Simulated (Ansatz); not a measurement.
Sn (diamond): values from a third-order Birch-Murnaghan fit to a volume scan beside measured ones. Computed values: PBEsol (plane waves to 420 eV, PAW, scalar-relativistic; Ansatz, an electronic-structure program). Sn was relaxed with its symmetry unable to fall.

```
quantity                reference                                       kind  PBEsol  difference
----------------------  ---------  -----------------------------------------  ------  ----------
Lattice constant a (Å)      6.477  measured, corrected to the static lattice   6.540      +1.0 %
Bulk modulus B₀ (GPa)        42.8  measured, corrected to the static lattice    41.4      -3.2 %
```

PBEsol overestimates the lattice constant a by 1.0 %. For the bulk modulus B₀ it lies within 5 % of the reference.

References as given in: Daniel Mejia-Rodriguez, S. B. Trickey, Physical Review B (2018), arXiv:1807.09216.

(Under strain, the slope of the energy per volume gives the stress and its curvature an elastic modulus.)
